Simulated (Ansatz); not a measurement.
A made-up structure of AlBSiH₆, singlet:

| atom | x (Å) | y (Å) | z (Å) |
| --- | --- | --- | --- |
| B1 | -1.1931 | 1.0382 | -1.5734 |
| Al2 | 0.2752 | 0.9084 | -0.0651 |
| Si3 | 0.6774 | -1.2058 | 1.1392 |
| H4 | -0.9668 | 0.7833 | -2.7243 |
| H5 | 0.8852 | -2.0551 | 0.0203 |
| H6 | 1.1778 | 2.1605 | 0.3378 |
| H7 | 2.0187 | -1.7547 | 0.7799 |
| H8 | -0.3264 | -2.2644 | 0.8317 |
| H9 | 0.6701 | -1.0017 | 2.6172 |

It is relaxed with PBE-D4/def2-SVP and then PBE0-D4/def2-TZVP (Ansatz 0.2.0). Atoms count as bonded within 1.22 times the sum of their covalent radii (H–H: 0.88 Å). The end point is not checked to be a true minimum.

(1) Does its bonding change? (A judgement: the text doesn't fix the answer.)

Answers

(1) By the calculation: Yes. Formed: B1–H5; broken: Si3–H5.

Where it ends: The first stage lowers the energy by 5.89 eV in 29 steps. It ends as AlBSiH₆ ([BH2][AlH][SiH3]):
| atom | x (Å) | y (Å) | z (Å) |
| --- | --- | --- | --- |
| B1 | -0.2661 | 0.3562 | -1.8456 |
| Al2 | 0.5685 | 0.5640 | 0.0802 |
| Si3 | 0.6619 | -1.3725 | 1.6046 |
| H4 | -1.4289 | 0.5473 | -2.0732 |
| H5 | 0.3759 | -0.0005 | -2.7950 |
| H6 | 1.1848 | 1.9465 | 0.5826 |
| H7 | 1.9973 | -2.0314 | 1.4868 |
| H8 | -0.3610 | -2.4101 | 1.2879 |
| H9 | 0.4855 | -0.9910 | 3.0351 |

Labels in which every atom is bracketed show which atoms are joined, not bond orders.

For scale, one of the runs: PBE0-D4/def2-TZVP relaxation, 141 basis functions, launched by `ansatz run in.yaml --threads 2 --pin off --events-out ev --progress --plain --max-ram 4352MiB`. Hardware: 2 CPU threads of an Arm Neoverse V1, shared host. Wall time about 17 s.
